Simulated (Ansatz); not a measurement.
Fluorite CdF₂, treated with LDA+SOC in Ansatz (PAW).

Run with plane-wave cutoff 520 eV, 12×12×12 k mesh, Fermi–Dirac smearing 0.01 eV, PAW data made under PBE.

The cell has the measured lattice: a = 5.3880 Å, b = 5.3880 Å, c = 5.3880 Å, α = 90.00°, β = 90.00°, γ = 90.00°.

### Question
What does this level give for the band gap and smallest direct gap on the k points sampled?

### Answer

- band gap: 2.81 eV (indirect)
- smallest direct gap on the k points sampled: 3.20 eV

Measured, for comparison: band gap 7.8 eV (temperature not stated, no zero-point or thermal correction, indirect W–Γ; as tabulated in Cappellini et al. (2013), arXiv:1302.2571). Computed (rounded) less measured: band gap -4.99 eV.

Note: cell and atoms aren't relaxed at this level (pressure -5.7 GPa).

Computed values are for the static lattice.

Cost on a shared machine: about 50 core-seconds (a rough figure).

Ansatz is a first-principles code.
